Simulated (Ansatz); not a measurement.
A made-up structure of BH₂SO, doublet:

```xyz
5
angstrom
B -0.0758 -0.4510 0.6969
S -1.3480 -0.1325 -0.3138
O 1.3606 0.2708 0.0954
H -2.0759 0.3401 -1.3609
H 2.0407 0.0367 0.7407
```

It is relaxed with PBE-D4/def2-SVP and then PBE0-D4/def2-TZVP (Ansatz 0.2.0). Atoms count as bonded within 1.22 times the sum of their covalent radii (H–H: 0.88 Å). The end point is not checked to be a true minimum.

Problem. Does its bonding change? (Judge from chemistry; the calculation decides.)

Solution. By the calculation: No: no bond forms or breaks.

Where it ends: The first stage lowers the energy by 3.22 eV in 10 steps. It ends as BH₂SO ([OH][B][SH]):
```tsv
atom	x (Å)	y (Å)	z (Å)
B1	-0.0103	-0.3590	0.5718
S2	-1.6542	-0.3319	-0.1172
O3	1.0744	0.2321	0.0498
H4	-1.3837	0.4159	-1.2113
H5	1.8753	0.1068	0.5651
```

Labels in which every atom is bracketed show which atoms are joined, not bond orders.

For scale, one of the runs: PBE0-D4/def2-TZVP relaxation, 111 basis functions, launched by `ansatz run in.yaml --threads 2 --pin off --events-out ev --progress --plain --max-ram 4352MiB`. The run took about 31 s on 2 CPU threads of an Intel Xeon (shared host).
